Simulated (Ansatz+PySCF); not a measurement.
# doublet C₂H₃N₂: levels of theory in one basis

```yaml
atoms:
  - { symbol: H, position_ang: [-2.4561, -0.0144, 0.2394] }
  - { symbol: N, position_ang: [-1.5552, -0.3453, -0.0702] }
  - { symbol: C, position_ang: [-0.4990, 0.5386, 0.0137] }
  - { symbol: C, position_ang: [0.8200, 0.1110, 0.0011] }
  - { symbol: N, position_ang: [1.9304, -0.2495, 0.0039] }
  - { symbol: H, position_ang: [-1.3704, -1.3139, 0.1449] }
  - { symbol: H, position_ang: [-0.7257, 1.5944, -0.0087] }
```

Basis set: cc-pVTZ (spherical functions). Frozen core: 4 orbitals. Correlation on ROHF uses semicanonical orbitals with singles. Charge 0, multiplicity 2.

Computed with Ansatz (development build ahead of 0.2.0) and PySCF 2.14.0; each method stands on the lowest determinant of its kind that the runs found.

```csv
method,E − E(ROHF) (eV),<S²> of the determinant
ROHF,0.00,0.75
UHF,-0.35,0.91
UHF-MP2,-18.71,0.91
```

What does ROHF-MP2 give on the same scale?

-19.16 eV.

Caution for UHF, UHF-MP2: the unrestricted determinant is spin contaminated. Caution for ROHF-MP2, UHF-MP2: forces differ strongly between restricted and unrestricted references.
